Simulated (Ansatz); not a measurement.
A made-up structure of C2H6Al (charge -1), closed shell:

```xyz
9
angstrom
C -1.0029 0.9180 -1.3383
Al 0.1619 0.6716 0.0608
C 0.5934 -1.1013 0.8977
H -1.5558 0.1114 -1.8276
H -1.2291 1.8892 -1.7852
H 0.9857 1.8832 0.7877
H 0.0425 -1.9162 0.4142
H 1.6631 -1.3363 0.8249
H 0.1146 0.3040 1.5349
```

It is relaxed with PBE-D4/def2-SVPD and then PBE0-D4/def2-TZVPD (Ansatz 0.2.0). Atoms count as bonded within 1.22 times the sum of their covalent radii (H–H: 0.88 Å). The end point is not checked to be a true minimum.

(1) Does its bonding change? (Judge from chemistry; the calculation decides.)

## Answers

(1) By the calculation: Yes. Formed: C3–H9; broken: Al2–H9.

Where it ends: The first stage lowers the energy by 3.58 eV in 13 steps. It ends as C₂H₆Al ([CH2][AlH][CH3]), total charge -1:
C1  (-1.019, 0.987, -1.448)
Al2  (0.161, 0.828, -0.049)
C3  (0.547, -0.878, 0.935)
H4  (-1.605, 0.158, -1.854)
H5  (-1.228, 1.921, -1.975)
H6  (1.036, 2.070, 0.555)
H7  (-0.037, -1.713, 0.532)
H8  (1.608, -1.155, 0.870)
H9  (0.311, -0.795, 2.004)
(Å)

Labels in which every atom is bracketed show which atoms are joined, not bond orders.

For scale, one of the runs: PBE0-D4/def2-TZVPD relaxation, 171 basis functions, launched by `ansatz run in.yaml --threads 2 --pin off --events-out ev --progress --plain --max-ram 4352MiB`. Hardware: 2 CPU threads of an Arm Neoverse V2, shared host. Wall time about 14 s.
